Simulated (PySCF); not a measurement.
**NCO (nco radical): UM06-2X/STO-3G**

What is the vertical doublet–quartet gap of NCO (nco radical) at UM06-2X/STO-3G? Input form: a Python script.

The calculation is run with PySCF 2.14.0.

16 further runs of the same task are left out: 4 that didn't finish, 12 set aside as unsound or not needed.

### 1 The structure to begin with

The species is NCO (3 atoms), meant as a doublet with charge 0. SMILES: `[N]=C=O`. The coordinates come from a PBE0-D4/def2-TZVP relaxation.

Bond lengths: N1–C2 1.222 Å, C2–O3 1.171 Å. Angles: N1–C2–O3 180.0°.

### 2 The energy at UM06-2X/STO-3G

The input, calc.py:

```python
from pyscf import gto, dft

mol = gto.M(
    atom='''
N        0.968200       0.423100       0.579200
C       -0.013800      -0.006000      -0.008300
O       -0.954400      -0.417100      -0.571000
''',
    spin=1,
    verbose=3,
    basis='sto-3g',
    max_memory=1860,
    charge=0,
)

ks = dft.UKS(mol, xc='m06-2x')
ks.conv_tol = 1e-10
ks.grids.level = 5
ks.kernel()
if not ks.converged:
    ks = ks.newton().run(ks.mo_coeff, ks.mo_occ)

etot = ks.e_tot
print('E = %.10f Eh' % etot)
```

Started as:

```sh
OMP_NUM_THREADS=1 python calc.py
```

The program printed:

```text
converged SCF energy = -165.732685115025  <S^2> = 0.77606026  2S+1 = 2.0258927
E = -165.7326851150 Eh
```

Wall time 5.4 s (1 thread of Intel Xeon Platinum 8488C (Sapphire Rapids), shared host); peak memory 0.19 GiB.

### 3 The quartet, same level

The input, input.py:

```python
from pyscf import gto, dft

mol = gto.M(
    atom=[
    ('N', (0.968200, 0.423100, 0.579200)),
    ('C', (-0.013800, -0.006000, -0.008300)),
    ('O', (-0.954400, -0.417100, -0.571000)),
],
    basis='sto-3g',
    max_memory=1860,
    spin=3,
    verbose=3,
)

mf = dft.UKS(mol, xc='m06-2x')
mf.grids.level = 5
mf.conv_tol = 1e-10
mf.kernel()
if not mf.converged:
    mf = mf.newton().run(mf.mo_coeff, mf.mo_occ)

e_tot = mf.e_tot
print('Final energy', e_tot)
```

Started as:

```sh
OMP_NUM_THREADS=1 python input.py
```

The program printed:

```text
WARN: HOMO 0.156327524889683 >= LUMO -0.259204519175934

WARN: HOMO -0.0408101498109874 >= LUMO -0.0558924876182452

WARN: HOMO -0.0418187357023883 >= LUMO -0.0562430825667

WARN: HOMO -0.0318759979286203 >= LUMO -0.0513423169141964

WARN: HOMO -0.0326943671085418 >= LUMO -0.0456563812819031

WARN: HOMO -0.0320378501078322 >= LUMO -0.0451013999845213

WARN: HOMO -0.0320158526509564 >= LUMO -0.045114564857303

WARN: HOMO -0.0319766954846896 >= LUMO -0.0451759512352607

WARN: HOMO -0.0319767989824946 >= LUMO -0.0451961245535539

WARN: HOMO -0.0319795667498042 >= LUMO -0.0451937469897807

WARN: HOMO -0.0319805498921364 >= LUMO -0.0451927755066055

WARN: HOMO -0.0319806824819813 >= LUMO -0.0451926002928091

WARN: HOMO -0.0319806457505498 >= LUMO -0.0451926247986072

converged SCF energy = -165.502848925224  <S^2> = 3.7709706  2S+1 = 4.0104716
Final energy -165.50284892522444
```

Run time: 4.8 s. Hardware: 1 thread of Intel Xeon Platinum 8488C (Sapphire Rapids), shared host; peak memory 0.19 GiB.

### 4 Results

Level: UM06-2X/STO-3G.

```
                                        quantity          value
                           doublet: total energy  -165.73269 Eh
                          doublet: dipole moment         1.00 D
     doublet: HOMO energy (highest over α and β)       -7.29 eV
      doublet: LUMO energy (lowest over α and β)       -1.52 eV
                                   doublet: ⟨S²⟩          0.776
                           quartet: total energy  -165.50285 Eh
                          quartet: dipole moment         0.59 D
     quartet: HOMO energy (highest over α and β)       -0.87 eV
                                   quartet: ⟨S²⟩          3.771
vertical energy of the quartet above the doublet       6.254 eV
```

In words: At this shape the quartet lies 6.25 eV (144 kcal/mol) above the doublet. In a minimal basis such a difference can be off by several eV, whatever the method. Mulliken charges (doublet) run from -0.15 on N1 to +0.24 on C2; they depend strongly on the basis. Mulliken charges (quartet) run from -0.04 on N1 to +0.07 on C2; they depend strongly on the basis.
